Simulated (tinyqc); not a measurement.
Inside a calculation (part 2 of 3). Method: UHF in the sto-6g basis, for CH, spin multiplicity 4. Computed by tinyqc, a small Python program that keeps every step (integrals from PySCF). Command: `OMP_NUM_THREADS=1 python tinyqc.py 27767 27768 out.jsonl` (the two numbers bound the seeds that draw the settings). One thread of a shared host (Intel(R) Xeon(R) Processor @ 2.60GHz), about 0.2 s of CPU time with the checks.

Geometry (angstrom):
```
atom         x         y         z
C     0.000000  0.000000  0.000000
H     0.000000  0.000000  0.989000
```

## Iteration 3: building the Fock matrix

D(alpha) after iteration 2, lower triangle:
```
            1C 1s      1C 2s    1C 2px    1C 2py    1C 2pz     2H 1s
1C 1s    1.052470
1C 2s   -0.201889   0.837168
1C 2px   0.000000   0.000000  1.000000
1C 2py   0.000000   0.000000  0.000000  1.000000
1C 2pz   0.064505  -0.314780  0.000000  0.000000  0.594490
2H 1s   -0.059170   0.103346  0.000000  0.000000  0.267560  0.242896
```

D(beta) after iteration 2, lower triangle:
```
            1C 1s     1C 2s    1C 2px    1C 2py    1C 2pz     2H 1s
1C 1s    1.016064
1C 2s   -0.050246  0.204153
1C 2px   0.000000  0.000000  0.000000
1C 2py   0.000000  0.000000  0.000000  0.000000
1C 2pz  -0.050432  0.150363  0.000000  0.000000  0.115006
2H 1s   -0.093167  0.235170  0.000000  0.000000  0.172577  0.273107
```

core Hamiltonian H = T + V (hartree), lower triangle:
```
             1C 1s      1C 2s     1C 2px     1C 2py     1C 2pz      2H 1s
1C 1s   -18.474384
1C 2s    -4.241353  -5.179340
1C 2px    0.000000   0.000000  -4.142173
1C 2py    0.000000   0.000000   0.000000  -4.142173
1C 2pz   -0.021710  -0.197344   0.000000   0.000000  -4.292528
2H 1s    -1.428366  -2.653386   0.000000   0.000000  -2.098192  -3.578064
```

Two-electron integrals (ij|kl) in chemists' order, unique and non-zero (hartree):
```
(11|11) 3.543743   (21|11) 0.529462   (21|21) 0.100317   (22|11) 0.853596
(22|21) 0.199930   (22|22) 0.624844   (31|31) 0.021271   (32|31) 0.031868
(32|32) 0.138108   (33|11) 0.853598   (33|21) 0.199930   (33|22) 0.624843
(33|33) 0.673218   (41|41) 0.021271   (42|41) 0.031868   (42|42) 0.138108
(43|43) 0.036281   (44|11) 0.853598   (44|21) 0.199930   (44|22) 0.624843
(44|33) 0.600655   (44|44) 0.673218   (51|51) 0.021271   (52|51) 0.031868
(52|52) 0.138108   (53|53) 0.036281   (54|54) 0.036281   (55|11) 0.853598
(55|21) 0.199930   (55|22) 0.624843   (55|33) 0.600655   (55|44) 0.600655
(55|55) 0.673218   (61|11) 0.187231   (61|21) 0.034082   (61|22) 0.066596
(61|33) 0.066342   (61|44) 0.066342   (61|51) 0.002217   (61|52) 0.004242
(61|55) 0.067104   (61|61) 0.011909   (62|11) 0.387374   (62|21) 0.091747
(62|22) 0.308674   (62|33) 0.301987   (62|44) 0.301987   (62|51) 0.009221
(62|52) 0.057627   (62|55) 0.322048   (62|61) 0.031990   (62|62) 0.189917
(63|31) 0.010605   (63|32) 0.051901   (63|53) 0.011693   (63|63) 0.025354
(64|41) 0.010605   (64|42) 0.051901   (64|54) 0.011693   (64|64) 0.025354
(65|11) 0.308117   (65|21) 0.074103   (65|22) 0.264093   (65|33) 0.250740
(65|44) 0.250740   (65|51) 0.017194   (65|52) 0.098196   (65|55) 0.290798
(65|61) 0.027302   (65|62) 0.193596   (65|65) 0.219224   (66|11) 0.516637
(66|21) 0.124716   (66|22) 0.469517   (66|33) 0.444817   (66|44) 0.444817
(66|51) 0.017437   (66|52) 0.138550   (66|55) 0.518918   (66|61) 0.044476
(66|62) 0.348839   (66|65) 0.395382   (66|66) 0.774999
```

nuclear repulsion = 3.21037742 hartree

J_ij = sum D_kl (ij|kl) with D = D(alpha) + D(beta), K_ij = sum D_kl (ik|jl) for each spin; F = H + J - K(s); E = tr D H + tr D J / 2 - 0.5 sum_s tr D(s) K(s) + E_nn.

Coulomb J (hartree), lower triangle:
```
            1C 1s     1C 2s    1C 2px    1C 2py    1C 2pz     2H 1s
1C 1s   11.008086
1C 2s    1.975842  4.671987
1C 2px   0.000000  0.000000  4.650065
1C 2py   0.000000  0.000000  0.000000  4.650065
1C 2pz   0.019820  0.151137  0.000000  0.000000  4.715833
2H 1s    0.683429  2.359490  0.000000  0.000000  2.070730  3.678017
```

exchange K(alpha) (hartree), lower triangle:
```
           1C 1s      1C 2s    1C 2px    1C 2py    1C 2pz     2H 1s
1C 1s   3.644036
1C 2s   0.617513   1.036183
1C 2px  0.000000   0.000000  0.878096
1C 2py  0.000000   0.000000  0.000000  0.878096
1C 2pz  0.002389  -0.037427  0.000000  0.000000  0.825045
2H 1s   0.221691   0.560756  0.000000  0.000000  0.442489  0.687946
```

exchange K(beta) (hartree), lower triangle:
```
           1C 1s     1C 2s    1C 2px    1C 2py    1C 2pz     2H 1s
1C 1s   3.555550
1C 2s   0.543549  0.425129
1C 2px  0.000000  0.000000  0.084174
1C 2py  0.000000  0.000000  0.000000  0.084174
1C 2pz  0.002247  0.296322  0.000000  0.000000  0.327253
2H 1s   0.194125  0.438478  0.000000  0.000000  0.415033  0.632246
```

F(alpha) (hartree), lower triangle:
```
             1C 1s      1C 2s     1C 2px     1C 2py     1C 2pz      2H 1s
1C 1s   -11.110334
1C 2s    -2.883024  -1.543536
1C 2px    0.000000   0.000000  -0.370204
1C 2py    0.000000   0.000000   0.000000  -0.370204
1C 2pz   -0.004279  -0.008780   0.000000   0.000000  -0.401740
2H 1s    -0.966628  -0.854652   0.000000   0.000000  -0.469952  -0.587994
```

F(beta) (hartree), lower triangle:
```
             1C 1s      1C 2s    1C 2px    1C 2py     1C 2pz      2H 1s
1C 1s   -11.021848
1C 2s    -2.809061  -0.932482
1C 2px    0.000000   0.000000  0.423718
1C 2py    0.000000   0.000000  0.000000  0.423718
1C 2pz   -0.004138  -0.342529  0.000000  0.000000   0.096052
2H 1s    -0.939062  -0.732374  0.000000  0.000000  -0.442496  -0.532294
```

total energy of this density = -38.14357882 hartree

This density is a damped mixture and is not idempotent.

## Iteration 3: DIIS over 3 matrices

error matrix X^T (FDS - SDF) X (alpha):
```
           1          2         3         4          5          6
1   0.000000  -0.017882  0.000000  0.000000  -0.020086   0.030109
2   0.017882   0.000000  0.000000  0.000000   0.042123  -0.036590
3   0.000000   0.000000  0.000000  0.000000   0.000000   0.000000
4   0.000000   0.000000  0.000000  0.000000   0.000000   0.000000
5   0.020086  -0.042123  0.000000  0.000000   0.000000   0.029732
6  -0.030109   0.036590  0.000000  0.000000  -0.029732   0.000000
```

B (overlaps of the stored error matrices), lower triangle:
```
               1              2              3
1  2.5087847e-01
2  1.4548411e-01  8.5214112e-02
3  7.5335435e-02  4.4357697e-02  2.3165928e-02
```

Minimise |sum c_i e_i|^2 with sum c_i = 1: solve [B -1; -1 0][c; lambda] = [0; -1] with B_ij = tr e_i^T e_j summed over both spins, and take F = sum c_i F_i.

DIIS coefficients: 0.395277  -2.061737  2.666460

extrapolated F(alpha) (hartree), lower triangle:
```
             1C 1s      1C 2s     1C 2px     1C 2py     1C 2pz      2H 1s
1C 1s   -11.118897
1C 2s    -2.882489  -1.557727
1C 2px    0.000000   0.000000  -0.378160
1C 2py    0.000000   0.000000   0.000000  -0.378160
1C 2pz   -0.003708  -0.013574   0.000000   0.000000  -0.388617
2H 1s    -0.967419  -0.852772   0.000000   0.000000  -0.475645  -0.589496
```

extrapolated F(beta) (hartree), lower triangle:
```
             1C 1s      1C 2s    1C 2px    1C 2py     1C 2pz      2H 1s
1C 1s   -11.032150
1C 2s    -2.806674  -0.950739
1C 2px    0.000000   0.000000  0.417590
1C 2py    0.000000   0.000000  0.000000  0.417590
1C 2pz   -0.005627  -0.328511  0.000000  0.000000   0.112809
2H 1s    -0.938913  -0.740162  0.000000  0.000000  -0.425401  -0.530776
```

## Iteration 3: diagonalisation and new density

X, lower triangle:
```
            1C 1s      1C 2s    1C 2px    1C 2py     1C 2pz     2H 1s
1C 1s    1.024477
1C 2s   -0.140376   1.231018
1C 2px   0.000000   0.000000  1.000000
1C 2py   0.000000   0.000000  0.000000  1.000000
1C 2pz  -0.012456   0.185245  0.000000  0.000000   1.165129
2H 1s    0.023819  -0.457794  0.000000  0.000000  -0.409154  1.367622
```

overlap S, lower triangle:
```
           1C 1s     1C 2s    1C 2px    1C 2py    1C 2pz     2H 1s
1C 1s   1.000000
1C 2s   0.243228  1.000000
1C 2px  0.000000  0.000000  1.000000
1C 2py  0.000000  0.000000  0.000000  1.000000
1C 2pz  0.000000  0.000000  0.000000  0.000000  1.000000
2H 1s   0.081081  0.550749  0.000000  0.000000  0.498851  1.000000
```

Diagonalise F' = X^T F X, C = X C', fill 5 alpha and 2 beta electrons from the bottom; D(s) = C_occ C_occ^T; the new density keeps 0.5 of the old one (damping). Each column has its largest component positive (the first on a tie).

F' = X^T F X (alpha) (hartree), lower triangle:
```
            1          2          3          4          5         6
1  -10.913062
2   -1.444324  -0.808851
3    0.000000   0.000000  -0.378160
4    0.000000   0.000000   0.000000  -0.378160
5   -0.023040   0.261388   0.000000   0.000000  -0.100968
6   -0.200632  -0.576166   0.000000   0.000000  -0.557898  0.094540
```

orbital energies (alpha) (hartree): MO1 -11.122403, MO2 -0.902756, MO3 -0.514247, MO4 -0.378160, MO5 -0.378160, MO6 0.811065

coefficients C (alpha):
```
              MO1        MO2        MO3       MO4        MO5        MO6
1C 1s    0.995004  -0.244591   0.083228  0.000000   0.000000   0.114872
1C 2s    0.022008   0.848450  -0.467774  0.000000   0.000000  -0.916427
1C 2px   0.000000   0.000000   0.000000  0.372428   0.928061   0.000000
1C 2py   0.000000   0.000000   0.000000  0.928061  -0.372428   0.000000
1C 2pz   0.003430   0.033808   0.714184  0.000000   0.000000  -1.023812
2H 1s   -0.006473   0.267602   0.437053  0.000000   0.000000   1.408996
```

F' = X^T F X (beta) (hartree), lower triangle:
```
            1          2         3         4          5         6
1  -10.832195
2   -1.456146  -0.159315
3    0.000000   0.000000  0.417590
4    0.000000   0.000000  0.000000  0.417590
5    0.013342  -0.041230  0.000000  0.000000   0.409478
6   -0.194166  -0.571443  0.000000  0.000000  -0.551407  0.100597
```

orbital energies (beta) (hartree): MO1 -11.033781, MO2 -0.646316, MO3 0.252747, MO4 0.417590, MO5 0.417590, MO6 0.945915

coefficients C (beta):
```
              MO1        MO2        MO3        MO4       MO5        MO6
1C 1s    0.996713  -0.167205  -0.191722   0.000000  0.000000   0.108756
1C 2s    0.014826   0.474022   0.887292   0.000000  0.000000  -0.875670
1C 2px   0.000000   0.000000   0.000000   0.954122  0.299417   0.000000
1C 2py   0.000000   0.000000   0.000000  -0.299417  0.954122   0.000000
1C 2pz   0.003153   0.277210  -0.520937   0.000000  0.000000  -1.100533
2H 1s   -0.004856   0.540430  -0.394403   0.000000  0.000000   1.341752
```

D(alpha) after iteration 3, lower triangle:
```
            1C 1s      1C 2s    1C 2px    1C 2py    1C 2pz     2H 1s
1C 1s    1.054627
1C 2s   -0.213223   0.888166
1C 2px   0.000000   0.000000  1.000000
1C 2py   0.000000   0.000000  0.000000  1.000000
1C 2pz   0.059545  -0.310049  0.000000  0.000000  0.552852
2H 1s   -0.047344   0.062904  0.000000  0.000000  0.294361  0.252782
```

D(beta) after iteration 3, lower triangle:
```
            1C 1s     1C 2s    1C 2px    1C 2py    1C 2pz     2H 1s
1C 1s    1.018730
1C 2s   -0.057364  0.214535
1C 2px   0.000000  0.000000  0.000000
1C 2py   0.000000  0.000000  0.000000  0.000000
1C 2pz  -0.046821  0.140907  0.000000  0.000000  0.095931
2H 1s   -0.094185  0.245637  0.000000  0.000000  0.161187  0.282598
```

Within a degenerate level the vectors are fixed only up to a rotation; this is one choice.

## Iteration 4: building the Fock matrix

As before.

Coulomb J (hartree), lower triangle:
```
            1C 1s     1C 2s    1C 2px    1C 2py    1C 2pz     2H 1s
1C 1s   11.006537
1C 2s    1.974763  4.669314
1C 2px   0.000000  0.000000  4.648365
1C 2py   0.000000  0.000000  0.000000  4.648365
1C 2pz   0.019824  0.152094  0.000000  0.000000  4.711213
2H 1s    0.683084  2.358829  0.000000  0.000000  2.070463  3.679115
```

exchange K(alpha) (hartree), lower triangle:
```
           1C 1s      1C 2s    1C 2px    1C 2py    1C 2pz     2H 1s
1C 1s   3.645817
1C 2s   0.615970   1.040153
1C 2px  0.000000   0.000000  0.879882
1C 2py  0.000000   0.000000  0.000000  0.879882
1C 2pz  0.002176  -0.033816  0.000000  0.000000  0.813599
2H 1s   0.221687   0.559356  0.000000  0.000000  0.445530  0.691057
```

exchange K(beta) (hartree), lower triangle:
```
           1C 1s     1C 2s    1C 2px    1C 2py    1C 2pz     2H 1s
1C 1s   3.558489
1C 2s   0.541018  0.433167
1C 2px  0.000000  0.000000  0.085558
1C 2py  0.000000  0.000000  0.000000  0.085558
1C 2pz  0.003019  0.290278  0.000000  0.000000  0.312925
2H 1s   0.193596  0.442284  0.000000  0.000000  0.405101  0.631708
```

F(alpha) (hartree), lower triangle:
```
             1C 1s      1C 2s     1C 2px     1C 2py     1C 2pz      2H 1s
1C 1s   -11.113664
1C 2s    -2.882560  -1.550179
1C 2px    0.000000   0.000000  -0.373690
1C 2py    0.000000   0.000000   0.000000  -0.373690
1C 2pz   -0.004062  -0.011434   0.000000   0.000000  -0.394915
2H 1s    -0.966969  -0.853913   0.000000   0.000000  -0.473259  -0.590006
```

F(beta) (hartree), lower triangle:
```
             1C 1s      1C 2s    1C 2px    1C 2py     1C 2pz      2H 1s
1C 1s   -11.026336
1C 2s    -2.807608  -0.943194
1C 2px    0.000000   0.000000  0.420635
1C 2py    0.000000   0.000000  0.000000  0.420635
1C 2pz   -0.004904  -0.335528  0.000000  0.000000   0.105760
2H 1s    -0.938878  -0.736841  0.000000  0.000000  -0.432830  -0.530658
```

total energy of this density = -38.15265888 hartree

This density is a damped mixture and is not idempotent.

## Iteration 4: DIIS over 4 matrices

error matrix X^T (FDS - SDF) X (alpha):
```
           1          2         3         4          5          6
1   0.000000  -0.008930  0.000000  0.000000  -0.009980   0.014956
2   0.008930   0.000000  0.000000  0.000000   0.021075  -0.017824
3   0.000000   0.000000  0.000000  0.000000   0.000000   0.000000
4   0.000000   0.000000  0.000000  0.000000   0.000000   0.000000
5   0.009980  -0.021075  0.000000  0.000000   0.000000   0.015659
6  -0.014956   0.017824  0.000000  0.000000  -0.015659   0.000000
```

B (overlaps of the stored error matrices), lower triangle:
```
               1              2              3              4
1  2.5087847e-01
2  1.4548411e-01  8.5214112e-02
3  7.5335435e-02  4.4357697e-02  2.3165928e-02
4  3.7771803e-02  2.2256665e-02  1.1636321e-02  5.8515358e-03
```

As before.

DIIS coefficients: -0.235661  1.286543  -3.357341  3.306458

extrapolated F(alpha) (hartree), lower triangle:
```
             1C 1s      1C 2s     1C 2px     1C 2py     1C 2pz      2H 1s
1C 1s   -11.115827
1C 2s    -2.881840  -1.556325
1C 2px    0.000000   0.000000  -0.376583
1C 2py    0.000000   0.000000   0.000000  -0.376583
1C 2pz   -0.003938  -0.014514   0.000000   0.000000  -0.387608
2H 1s    -0.967243  -0.853422   0.000000   0.000000  -0.477232  -0.593714
```

extrapolated F(beta) (hartree), lower triangle:
```
             1C 1s      1C 2s    1C 2px    1C 2py     1C 2pz      2H 1s
1C 1s   -11.030027
1C 2s    -2.805821  -0.956216
1C 2px    0.000000   0.000000  0.417468
1C 2py    0.000000   0.000000  0.000000  0.417468
1C 2pz   -0.005694  -0.328374  0.000000  0.000000   0.117404
2H 1s    -0.938545  -0.742138  0.000000  0.000000  -0.421476  -0.527798
```

## Iteration 4: diagonalisation and new density

As before.

F' = X^T F X (alpha) (hartree), lower triangle:
```
            1          2          3          4          5         6
1  -10.909984
2   -1.444298  -0.807132
3    0.000000   0.000000  -0.376583
4    0.000000   0.000000   0.000000  -0.376583
5   -0.023251   0.261132   0.000000   0.000000  -0.099044
6   -0.200448  -0.575769   0.000000   0.000000  -0.558653  0.089356
```

orbital energies (alpha) (hartree): MO1 -11.119338, MO2 -0.902543, MO3 -0.514367, MO4 -0.376583, MO5 -0.376583, MO6 0.809444

coefficients C (alpha):
```
              MO1        MO2        MO3       MO4        MO5        MO6
1C 1s    0.995000  -0.244031   0.084707  0.000000   0.000000   0.115018
1C 2s    0.022030   0.844901  -0.474039  0.000000   0.000000  -0.916487
1C 2px   0.000000   0.000000   0.000000  0.279759   0.960070   0.000000
1C 2py   0.000000   0.000000   0.000000  0.960070  -0.279759   0.000000
1C 2pz   0.003461   0.036188   0.711849  0.000000   0.000000  -1.025355
2H 1s   -0.006490   0.271593   0.438635  0.000000   0.000000   1.407741
```

F' = X^T F X (beta) (hartree), lower triangle:
```
            1          2         3         4          5         6
1  -10.830286
2   -1.454793  -0.165413
3    0.000000   0.000000  0.417468
4    0.000000   0.000000  0.000000  0.417468
5    0.013276  -0.041955  0.000000  0.000000   0.412644
6   -0.193902  -0.572665  0.000000  0.000000  -0.548845  0.103927
```

orbital energies (beta) (hartree): MO1 -11.031652, MO2 -0.646300, MO3 0.252881, MO4 0.417468, MO5 0.417468, MO6 0.945942

coefficients C (beta):
```
              MO1        MO2        MO3        MO4       MO5        MO6
1C 1s    0.996719  -0.168558  -0.190801   0.000000  0.000000   0.108237
1C 2s    0.014809   0.480789   0.885717   0.000000  0.000000  -0.873574
1C 2px   0.000000   0.000000   0.000000   0.943969  0.330034   0.000000
1C 2py   0.000000   0.000000   0.000000  -0.330034  0.943969   0.000000
1C 2pz   0.003163   0.275044  -0.520801   0.000000  0.000000  -1.101141
2H 1s   -0.004867   0.536332  -0.400280   0.000000  0.000000   1.341655
```

D(alpha) after iteration 4, lower triangle:
```
            1C 1s      1C 2s    1C 2px    1C 2py    1C 2pz     2H 1s
1C 1s    1.055689
1C 2s   -0.218820   0.913611
1C 2px   0.000000   0.000000  1.000000
1C 2py   0.000000   0.000000  0.000000  1.000000
1C 2pz   0.057228  -0.308421  0.000000  0.000000  0.530451
2H 1s   -0.041462   0.042150  0.000000  0.000000  0.308204  0.259494
```

D(beta) after iteration 4, lower triangle:
```
            1C 1s     1C 2s    1C 2px    1C 2py    1C 2pz     2H 1s
1C 1s    1.020295
1C 2s   -0.061822  0.222956
1C 2px   0.000000  0.000000  0.000000
1C 2py   0.000000  0.000000  0.000000  0.000000
1C 2pz  -0.045014  0.136596  0.000000  0.000000  0.085795
2H 1s   -0.094719  0.251714  0.000000  0.000000  0.154343  0.285137
```

Within a degenerate level the vectors are fixed only up to a rotation; this is one choice.
